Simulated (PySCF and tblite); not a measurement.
The numbers below are computed, except where a source is named.
System: C₂H₂ClN₃, numbered as in [Cl:1][c:2]1[n:3][cH:4][n:5][nH:6]1.

Motion: shift of H on N6 from N6 to N5. GFN2-xTB gives an electronic barrier of 45.3 kcal/mol and a reaction energy of 0.1 kcal/mol.

Tunnelling of the moving H, left out here, will speed the real process. In real samples such hydrogens mostly exchange between molecules or through solvent, far faster than by this path.

Question: What does PBE0/pcSseg-1 + D3(BJ) give on B3LYP-D3(BJ)/def2-SVP geometries?

Answer: A barrier of 53.2 kcal/mol, 7.8 above the tight-binding barrier (from unrounded values), a reaction energy of -0.4 kcal/mol and, with GFN2-xTB thermal terms, ΔG‡(298 K) = 48.2 kcal/mol and k = 5.3×10⁻²³ s⁻¹ (2 equivalent paths).

Question: And the level of the geometries itself, B3LYP-D3(BJ)/def2-SVP?

Answer: 54.2 kcal/mol.

Programs: tblite and PySCF.
